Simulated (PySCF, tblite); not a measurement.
# C₅H₇ radical: geometry, infrared bands and EPR parameters

Wanted: the infrared bands and EPR parameters of C₅H₇ radical (`C#C[CH]CC`), by calculation.

Programs: tblite 0.8.0 and PySCF 2.14.0, with density-fitted response routines of our own. Each step states its level of theory. These are calculated values for one molecule in the gas phase, unless marked as measured. Atoms count from 0, in the outputs and in this text.

### 1 The starting structure

12 atoms, charge 0, multiplicity 2; geometry from: force field or distance geometry start.

Bonds of the start (Å): C0–C1 1.22, C1–C2 1.43, C2–C3 1.52, C3–C4 1.52, C0–H5 1.06, C2–H6 1.13, C3–H7 1.12, C3–H8 1.09, C4–H9 1.12, C4–H10 1.09, C4–H11 1.12.

### 2 Relaxing the molecule with GFN2-xTB

The job: settings as JSON, then the geometry in Å.

```
{"job": {"kind": "relax", "xc": "GFN2-xTB", "basis": "xTB"}, "charge": 0, "multiplicity": 2}
C      3.002900     0.080500    -0.005700
C      1.825100     0.287500     0.233900
C      0.446800     0.507700     0.531800
C     -0.462300    -0.473700    -0.193900
C     -1.867300    -0.087200     0.239400
H      4.024100    -0.091400    -0.240400
H      0.090100     1.553600     0.305200
H     -0.246800    -1.460400     0.286500
H     -0.287500    -0.483300    -1.267700
H     -1.886600    -0.111500     1.361700
H     -2.659200    -0.713700    -0.180300
H     -1.978200     0.991200    -0.037600
```

Launch:

```sh
$ OMP_NUM_THREADS=1 python probes_run.py task.json out
```

One launch serves the whole session: the jobs run in the order shown.

**Question.** This job is followed by: GFN2-xTB harmonic vibrations, gas phase; UKS B3LYP, pcH-1 on C H, non-relativistic, mean-field spin-orbit, GIAO. What will the session give for the following? strongest single infrared mode (GFN2-xTB); zero-point energy (GFN2-xTB); g(iso) (B3LYP); ⟨S²⟩; largest a(iso) (averaged by class); potential on the surface of density 0.002 e/bohr³, 1st and 99th percentile.

**Answer**, as computed:

| quantity | value |
| --- | --- |
| strongest single infrared mode (GFN2-xTB) | 3033 cm⁻¹, 45 km/mol |
| zero-point energy (GFN2-xTB) | 61.0 kcal/mol |
| g(iso) (B3LYP) | 2.00268 |
| ⟨S²⟩ | 0.768 (exact 0.75) |
| largest a(iso) (averaged by class) | 13C on C2, 65.8 MHz |
| potential on the surface of density 0.002 e/bohr³, 1st and 99th percentile | -0.77 V and 1.34 V |

The optimisation took 105 steps and gained 0.722 eV; among the close pairs (by a distance rule), C1–C2 changed most, from 1.427 to 1.359 Å. All 30 modes are real, so the xTB geometry is a minimum. Unscaled tight-binding wavenumbers are off by several per cent, some by more. Its intensities can rank the bands wrongly. The largest spin populations lie on C2 (0.76 e), C0 (0.55 e). The isotropic g lies 0.4 ppt above the free-electron value. These values are for one conformer; the search (at its own cheap level) found 2 more, at 0.03, 0.15 kcal/mol (those within 0.05 may be mirror or relabelled copies), and measured spectra average over such forms.
